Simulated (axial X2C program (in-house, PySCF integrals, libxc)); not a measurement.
**Outer orbitals of MgO at 1.881 Å, B3LYP**

All values were computed with an in-house relativistic program for diatomic molecules. Spin-free means the one-electron spin-free X2C Hamiltonian; two-component (2c) means X2C with spin–orbit coupling and atomic mean-field two-electron Coulomb and Gaunt terms, so the difference of the two also holds small scalar two-electron terms. Basis: Mg dyall-cv3z [9s8p6d3f], O dyall-av3z [7s6p3d2f] (cores contracted in-house); Gaussian nuclei, density fitting, unrestricted open shells. Masses: Mg 23.985 u, O 15.995 u.

The distance is close to the 2c PBE0 minimum; the highest filled and lowest empty levels are listed.

Spin-free orbitals, state M_S = 1, Λ = 1 (beyond evenly filled blocks: σα, π+α, π+β, π-α) (Löwdin shares):

```tsv
symmetry	occupied	ε (eV)	atomic character
σα	yes	-24.57	82% O s, 6% Mg p, 6% Mg d
σβ	yes	-22.38	81% O s, 7% Mg p, 6% Mg d
σα	yes	-9.00	86% O p, 9% Mg s, 2% Mg p
π-α	yes	-8.90	92% O p, 3% Mg d, 3% Mg p
π+α	yes	-8.90	92% O p, 3% Mg d, 3% Mg p
σβ	yes	-7.92	85% O p, 10% Mg s, 2% Mg p
π+β	yes	-7.05	89% O p, 5% Mg p, 4% Mg d
σα	yes	-5.46	60% Mg s, 23% Mg p, 11% O p
π-β	no	-4.00	84% O p, 9% Mg p, 4% Mg d
σβ	no	-3.08	64% Mg s, 17% Mg p, 11% O p
π+α	no	-1.11	88% Mg p, 5% O p, 5% Mg d
π-α	no	-1.11	88% Mg p, 5% O p, 5% Mg d
```

Spinors with spin–orbit coupling (state Ω = 2):

| ω | occupied | ε (eV) | atomic character | λ mixture |
| --- | --- | --- | --- | --- |
| 1/2 | yes | -24.57 | 82% O s, 6% Mg p, 6% Mg d | 100% σ |
| -1/2 | yes | -22.38 | 81% O s, 7% Mg p, 6% Mg d | 100% σ |
| 1/2 | yes | -9.00 | 86% O p, 9% Mg s, 2% Mg p | 100% σ |
| -1/2 | yes | -8.91 | 92% O p, 3% Mg d, 3% Mg p | 100% π |
| 3/2 | yes | -8.89 | 92% O p, 3% Mg d, 3% Mg p | 100% π |
| -1/2 | yes | -7.92 | 84% O p, 10% Mg s, 2% Mg p | 100% σ |
| 1/2 | yes | -7.05 | 89% O p, 5% Mg p, 4% Mg d | 100% π |
| 1/2 | yes | -5.46 | 60% Mg s, 23% Mg p, 11% O p | 100% σ |
| -3/2 | no | -3.99 | 84% O p, 9% Mg p, 4% Mg d | 100% π |
| -1/2 | no | -3.08 | 64% Mg s, 17% Mg p, 11% O p | 100% σ |
| -1/2 | no | -1.12 | 87% Mg p, 5% O p, 5% Mg d | 100% π |
| 3/2 | no | -1.11 | 88% Mg p, 5% O p, 5% Mg d | 100% π |

Mulliken charges and populations of the two-component result (they depend on the basis, above all on diffuse functions):

Mg 0.65 e (s 5.00 p 6.29 d 0.05 f 0.01), O -0.65 e (s 3.99 p 4.65 d 0.01). ⟨Lz⟩ = 1.00 ħ and ⟨Sz⟩ = 1.00 ħ (0.46 and 0.54 on the two atoms), which add up to Ω.

Occupations by symmetry block were frozen at the best pattern of an incomplete PBE0 search. Density functionals use the spin component along the axis (collinear). PBE0 can misorder states that lie within some tenths of an eV, so this need not be the ground state of the molecule. The nearest other spin-free determinant of the search, M_S = 0, Λ = 1, lies 0.05 eV up at the distance of the search. Without a current term, density functionals place determinants with orbital angular momentum somewhat too high. With several unpaired electrons one determinant need not be a pure state. A state of lower Ω lies just above, and one determinant can place such states too high, so the state shown need not be the lowest. The search has Ω = 1 only 0.05 eV up. Open-shell Ω = 0 determinants with evenly filled partner blocks cannot be reached by this program, so the Ω shown need not be the lowest component.
